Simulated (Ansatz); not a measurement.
This geometry of BClH4O (7 atoms, charge 0, multiplicity 1) is a first-order saddle point.

Level of theory: Ansatz, RKS B3LYP/def2-SVPD.

```xyz
7
Properties=species:S:1:pos:R:3
B 0.116 0.275 0.099
H -0.134 -0.367 1.263
Cl 1.700 -0.348 -0.544
H -0.853 0.155 -0.594
O 0.237 1.672 0.766
H 1.165 1.939 0.840
H 0.028 0.637 1.468
```

(1) Which two structures does it join? (They come from a converged band through this point; their orientation in space is the band's.)

(2) How far does it lie above each of them?

## Answers

(1) Bonds broken: B1–H2, O5–H7. Bonds formed: H2–H7. BClH4O becomes BClH2O + H2.

Image 0:

```xyz
7
Properties=species:S:1:pos:R:3
B 0.001 0.011 0.168
H -0.376 -0.777 0.995
Cl 1.717 -0.368 -0.465
H -0.750 0.356 -0.707
O 0.214 1.408 1.052
H 0.606 2.092 0.484
H 0.846 1.243 1.770
```

Image 8:

```xyz
7
Properties=species:S:1:pos:R:3
B 0.201 0.721 -0.484
H 0.069 -0.831 2.488
Cl 1.679 -0.158 -0.970
H -0.861 0.211 -0.680
O 0.281 1.929 0.091
H 1.176 2.269 0.218
H -0.287 -0.175 2.635
```

(2) 1.17 eV above the first and 1.92 eV above the second. This is the barrier of this one path; another mechanism may lie lower. The orbitals stay closed-shell, which can raise the energy where a bond breaks towards radicals; this wasn't checked here.

Run time: 100 s on 2 threads of Arm Neoverse V2, on a shared host, peak memory 0.22 GiB.
